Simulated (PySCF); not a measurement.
Compound: difluoroborane, BF2H.
Numbering: `[F:1][BH:2][F:3]` (hydrogens: H4 on B2)

Cartesian coordinates in Å at the PBE0-D3(BJ)/def2-TZVP level; atoms count from 1:
```xyz
4
BF2H angstrom
F     -0.520   -1.161    0.234
B      0.038   -0.003   -0.036
F     -0.410    1.060    0.590
H      0.928    0.078   -0.824
```

Computed with PySCF at wB97X-D/pcSseg-2, non-relativistic, on one gas-phase PBE0-D3(BJ)/def2-TZVP geometry that isn't relaxed in the solvent. The solvent is an IEF-PCM continuum (van der Waals radii × 1.2). The model holds no explicit solvent molecules, cavitation or dispersion.

Gas phase at wB97X-D/pcSseg-2: HOMO -12.86 eV, LUMO 1.53 eV, dipole 0.93 D.

**Question.** What does the continuum do to the energy, the frontier levels and the dipole at wB97X-D/pcSseg-2 in chloroform?

**Answer.** 
```csv
solvent,ε,E(solvent) − E(gas) (kcal/mol),polarisation term (kcal/mol),distortion of the solute (kcal/mol),HOMO (eV),LUMO (eV),dipole (D)
chloroform,4.711,-0.97,-1.02,0.05,-12.75,1.69,1.04
```

Polarisation term: ½ Σ q·V over the induced surface charges. Distortion: the rise of the solute's own energy as its density leaves the gas-phase optimum.

**Question.** Give the dipole vector in the frame of the coordinates (D, pointing from negative to positive charge), gas and chloroform.

**Answer.** Gas (0.69, 0.07, -0.62), solvent (0.78, 0.07, -0.69). Its length changes by +12 % and its direction by less than 1°.

Time: 5.8 s; peak memory 0.43 GiB. Hardware: Arm Neoverse N1, one thread, on a shared host. This is the whole shielding run at wB97X-D/pcSseg-2 in chloroform, SCF included.

Note: wB97X-D ran without an empirical dispersion term, which enters the total energy and its gradient alone.
